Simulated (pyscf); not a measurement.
`[CH3][CH2][C]#[N]` + `[H]` [doublet] -> `[CH3][C]#[N]` + `[CH3]` [doublet] (substitution at C; doublet surface; C–C broken, C–H formed). PySCF, gas phase, ωB97X-D3(BJ)/def2-SVP geometries. Energies in kcal/mol from the separated reactants.

| level | barrier | reaction energy |
|---|---|---|
| ωB97X-D3(BJ)/def2-TZVP | ? | -11.6 |
| PBE/def2-TZVP | ? | ? |
| B3LYP-D3(BJ)/def2-TZVP | 47.3 | -15.9 |
| M06-2X/def2-TZVP | 52.9 | -12.1 |
| ωB97M-D3(BJ)/def2-TZVP | 51.4 | -12.8 |
| HF/def2-TZVP | 73.3 | -18.2 |

Q: Complete the blanks.

A: 
- ωB97X-D3(BJ)/def2-TZVP, barrier: 53.2
- PBE/def2-TZVP, barrier: 43.8
- PBE/def2-TZVP, reaction energy: -11.8

The functionals in the table span 9.4 kcal/mol in this barrier, from PBE to ωB97X-D3(BJ). The same reactants have a lower exit, to H₃C–CH₂–C•=NH (barrier +8.4 kcal/mol at ωB97M-D3(BJ), against +51.4 kcal/mol here). This is the saddle that the search found; another between the same sides may lie lower. The angle at the attacked C is 84°: a side-on saddle, likely not the lowest.
